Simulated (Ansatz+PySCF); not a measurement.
Results of a calculation; reference values are marked as such.
## Several solutions for singlet CO

```yaml
atoms:
  - { symbol: C, position_ang: [0.0000, 0.0000, -1.9339] }
  - { symbol: O, position_ang: [0.0000, 0.0000, 1.4504] }
```

Basis set: 6-31G (spherical functions). Charge 0, multiplicity 1.

UHF was run from several starts with Ansatz (development build ahead of 0.2.0) and PySCF 2.14.0.

| run | program | start | converged | energy (hartree) | <S²> |
| --- | --- | --- | --- | --- | --- |
| A | PySCF | guess 1e, instabilities followed | yes | -112.45863 | 2.00 |
| B | PySCF | program defaults | yes | -112.24824 | 0.00 |
| C | Ansatz | stability test followed | yes | -112.38472 | 1.99 |
| D | PySCF | guess atom, instabilities followed | yes | -112.38510 | 2.00 |
| E | Ansatz | atomic start, no search | yes | -112.24824 | 0.00 |
| F | PySCF | guess minao, instabilities followed | yes | -112.38472 | 1.99 |
| G | PySCF | guess huckel, instabilities followed | yes | -112.38510 | 2.00 |
| H | Ansatz | search for the lowest state | yes | -112.45938 | 2.01 |

Task: Which runs reached the lowest solution of this kind, and what is wrong with the others?

Result: H reached the lowest solution found. Converged but too high: A by 0.02 eV, B by 5.75 eV, C by 2.03 eV, D by 2.02 eV, E by 5.75 eV, F by 2.03 eV, G by 2.02 eV. Convergence only shows a stationary point, and even a stable one can lie too high; stability tests and further starts are what find lower ones. Caution: the unrestricted determinant is a mixture of spin states.
